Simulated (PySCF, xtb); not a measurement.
isobutene (C4H8), SMILES C(C)(C)=C.

GFN2-xTB in xtb at its own geometry gives an orbital gap of 5.34 eV and a dipole moment of 0.69 D.

Coordinates come from a PBE0-D3(BJ)/def2-SVP optimisation.

What does PBE/def2-TZVP in PySCF give? (Estimate from the structure and the level; the computed values follow.)

gap 5.38 eV (levels -5.91 and -0.53 eV), dipole 0.58 D.
